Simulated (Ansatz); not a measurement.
The pair A = C2H4 (SMILES C=C) (first 6 atoms), B = CH4 (SMILES C); geometry from A24 set.
(charge 0, multiplicity 1):
```json
[
 {"atom": "C", "x (Å)": "0.0000", "y (Å)": "0.6463", "z (Å)": "-1.6085"},
 {"atom": "C", "x (Å)": "0.0000", "y (Å)": "-0.6791", "z (Å)": "-1.4538"},
 {"atom": "H", "x (Å)": "-0.9240", "y (Å)": "-1.2402", "z (Å)": "-1.3878"},
 {"atom": "H", "x (Å)": "0.9240", "y (Å)": "-1.2402", "z (Å)": "-1.3878"},
 {"atom": "H", "x (Å)": "0.9240", "y (Å)": "1.2074", "z (Å)": "-1.6736"},
 {"atom": "H", "x (Å)": "-0.9240", "y (Å)": "1.2074", "z (Å)": "-1.6736"},
 {"atom": "H", "x (Å)": "0.0000", "y (Å)": "0.0830", "z (Å)": "1.5902"},
 {"atom": "C", "x (Å)": "0.0000", "y (Å)": "0.0287", "z (Å)": "2.6771"},
 {"atom": "H", "x (Å)": "0.8883", "y (Å)": "0.5226", "z (Å)": "3.0666"},
 {"atom": "H", "x (Å)": "-0.8883", "y (Å)": "0.5226", "z (Å)": "3.0666"},
 {"atom": "H", "x (Å)": "0.0000", "y (Å)": "-1.0139", "z (Å)": "2.9896"}
]
```

Correlated levels freeze the cores. MP2 and its Hartree–Fock in aug-cc-pVTZ are density fitted.

Codes used: Ansatz (a program for electronic structure) with Gaussian orbitals. Each number belongs to the level named beside it.

The counterpoise-corrected interaction energy is E(AB) − E(A in the pair's basis) − E(B in the pair's basis). Total energies (hartree):

```json
[
 {"level": "HF/aug-cc-pVDZ", "AB": "-118.2428773", "A in the pair's basis": "-78.0437515", "B in the pair's basis": "-40.1997010"},
 {"level": "MP2/aug-cc-pVDZ", "AB": "-118.6974732", "A in the pair's basis": "-78.3290300", "B in the pair's basis": "-40.3677530"},
 {"level": "HF/aug-cc-pVTZ", "AB": "-118.2776234", "A in the pair's basis": "-78.0645800", "B in the pair's basis": "-40.2136172"},
 {"level": "MP2/aug-cc-pVTZ", "AB": "-118.8199403", "A in the pair's basis": "-78.4046306", "B in the pair's basis": "-40.4144890"},
 {"level": "CCSD(T)/aug-cc-pVDZ", "AB": "-118.7655740", "A in the pair's basis": "-78.3693688", "B in the pair's basis": "-40.3955752"}
]
```

Task: Work out the counterpoise-corrected interaction energy at the basis-set limit: extrapolate the MP2 correlation part as X⁻³, take Hartree–Fock from the larger set, and add the CCSD(T) − MP2 difference of aug-cc-pVDZ.

Result: 
1. Differences (1 hartree = 627.509 kcal/mol): HF/aug-cc-pVDZ 0.361; MP2/aug-cc-pVDZ -0.433; HF/aug-cc-pVTZ 0.360; MP2/aug-cc-pVTZ -0.515; CCSD(T)/aug-cc-pVDZ -0.395.
2. Correlation parts, MP2 less HF: -0.794 in aug-cc-pVDZ (X = 2), -0.875 in aug-cc-pVTZ (X = 3).
3. Limit (3³·(-0.875) − 2³·(-0.794))/(3³ − 2³) = -0.909; with HF/aug-cc-pVTZ it gives -0.549.
4. CCSD(T) less MP2 in aug-cc-pVDZ: 0.038.
Result: -0.51 kcal/mol, against -0.43 at MP2/aug-cc-pVDZ. It is an estimate of this method's limit, not of the exact value.
